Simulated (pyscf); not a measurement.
## Four-centre exchange: SeH• + CH₄ -> SeH• + CH₄

Gas phase, doublet surface, charge 0. Bonds broken: Se1–H2, C3–H4. Bonds formed: Se1–H4, H2–C3. Structures and frequencies: ωB97X-D3(BJ)/def2-SVP in PySCF. MP2 and CC: frozen core, UHF for open shells. ΔMP2 is the change of the MP2 total energy from the triple- to the quadruple-zeta basis.

Transition state (Å):

```xyz
7

Se    -0.4230     2.2361    -0.6617
H      0.1018     0.3955    -0.0736
C     -0.3258    -0.8487     0.1128
H     -0.8377     0.2942    -0.2993
H      0.4307    -1.3433    -0.5108
H     -0.1501    -0.9491     1.1913
H     -1.3194    -1.2567    -0.1410
```

One imaginary mode, 2352i cm⁻¹; descent along it reached the two sides named.

```json
[
 {"bond": "Se1–H2", "change": "breaks", "reactant side (Å)": "1.469", "saddle": "2.002", "product side": "3.3"},
 {"bond": "C3–H4", "change": "breaks", "reactant side (Å)": "1.100", "saddle": "1.318", "product side": "3.5"},
 {"bond": "Se1–H4", "change": "forms", "reactant side (Å)": "3.1", "saddle": "2.019", "product side": "1.469"},
 {"bond": "H2–C3", "change": "forms", "reactant side (Å)": "3.2", "saddle": "1.329", "product side": "1.099"}
]
```

Electronic energies relative to the separated reactants (kcal/mol):

```csv
level,barrier,reaction energy,reverse barrier
ωB97X-D3(BJ)/def2-TZVP,73.8,0.0,73.8
PBE/def2-TZVP,61.5,0.0,61.5
r²SCAN/def2-TZVP,65.6,0.0,65.6
B3LYP-D3(BJ)/def2-TZVP,69.5,0.0,69.5
PBE0-D3(BJ)/def2-TZVP,66.0,0.0,66.0
M06-2X/def2-TZVP,72.2,0.0,72.2
ωB97M-D3(BJ)/def2-TZVP,73.0,0.0,73.0
HF/def2-TZVP,91.7,0.0,91.7
MP2/def2-QZVPP,72.3,0.0,72.3
CCSD/def2-TZVPP,78.7,0.0,78.7
CCSD(T)/def2-TZVPP,75.4,0.0,75.4
CCSD(T)/def2-TZVPP + ΔMP2(QZVPP),74.3,0.0,74.3
```

With CCSD(T)/def2-TZVPP + ΔMP2(QZVPP) energies and thermal terms (ideal gas, 1 atm, RRHO with modes under 100 cm⁻¹ raised to 100, one conformer, R ln 2 for chiral ones without a mode under 150 cm⁻¹), in kcal/mol:

| T (K) | ΔH‡ | ΔG‡ | ΔH | ΔG |
|---|---|---|---|---|
| 298 | 71.8 | 78.7 | 0.0 | 0.0 |
| 600 | 72.1 | 85.7 | 0.0 | 0.0 |
| 900 | 72.7 | 92.4 | 0.0 | 0.0 |
| 1200 | 73.4 | 98.8 | 0.0 | 0.0 |

The same reactants have a lower exit, to H₃C–SeH + H• (barrier +58.4 kcal/mol at ωB97M-D3(BJ)/def2-TZVP, against +73.0 kcal/mol here). This is the saddle that the search found; another between the same sides may lie lower. The CCSD(T) − MP2 part came from Ansatz, without density fitting, on the same reference. The frozen core leaves the outer d or s,p core shells of the metals and heavy elements correlated in the MP2 and CC values, and def2-TZVPP describes them poorly, which can shift differences by a few kcal/mol. Left out: orbital degeneracy and the spin-orbit lowering of SeH, which is large for Br, Se, Te and I. Elements up to Kr have no core potential and no relativistic terms here.
